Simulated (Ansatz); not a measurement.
Basis-set extrapolation for `N=C=CCF` (PBE0-D4/def2-TZVP geometry, frozen core, Ansatz 0.2.0). Multiplicity 1, RHF reference.

```csv
,def2-TZVPP,def2-QZVPP
HF,-269.870480,-269.882189
MP2 correlation,-0.921275,-0.990170
CCSD(T) correlation,-0.984959,not run
```

Energies in hartree. Use E(X) = E(∞) + A·exp(−7.88·√X) for Hartree–Fock and E(X) = E(∞) + B·X^(−2.97) for correlation, with X = 3 and 4, and add CCSD(T) minus MP2 of the smaller set to the MP2 limit.

Q: What is the CCSD(T) energy at the basis-set limit?

A: HF limit: -269.882189 + (-0.011709) × 0.13774 = -269.88380. MP2 limit: -0.990170 + (-0.068895) × 0.74074 = -1.04120. Higher-order term: -0.984959 − (-0.921275) = -0.06368. Total: -270.98868 hartree, 349.8 kJ/mol below CCSD(T)/def2-TZVPP.
